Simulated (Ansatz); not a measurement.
System: dihydrogen, H2, charge 0, multiplicity 1. 
Structure (B3LYP-D3(BJ)/def2-TZVP (Ansatz, an electronic-structure program) minimum search):
SMILES: [H][H]
```xyz
2

H      0.0000     0.0000    -0.3720
H      0.0000     0.0000     0.3720
```

Quantity: vertical ionisation energy (to the doublet state of charge +1; each state is the SCF solution reached for its spin), in eV. Open shells are spin-unrestricted. No spin-orbit coupling. No relativistic terms. CBS(X,Y): correlation extrapolated as X^-3; Hartree-Fock from the larger set.

| level | program | vertical ionisation energy (eV) |
|---|---|---|
| BHLYP/def2-TZVPD | Ansatz | [?] |
| wB97M-V/def2-TZVPD | Ansatz | 16.51 |
| wB97X-V/def2-TZVPD | Ansatz | 16.40 |
| CCSD/aug-cc-pVDZ | Ansatz | [?] |
| CCSD/def2-SVPD | Ansatz | [?] |
| CCSD/def2-QZVPPD | Ansatz | 16.41 |
| CCSD(T)/CBS(aug-cc-pVTZ,aug-cc-pVQZ) | Ansatz | 16.43 |

**Question.** What belongs in the gaps?

**Answer.** 
- BHLYP/def2-TZVPD, vertical ionisation energy (eV): 16.36
- CCSD/aug-cc-pVDZ, vertical ionisation energy (eV): 16.28
- CCSD/def2-SVPD, vertical ionisation energy (eV): 16.27
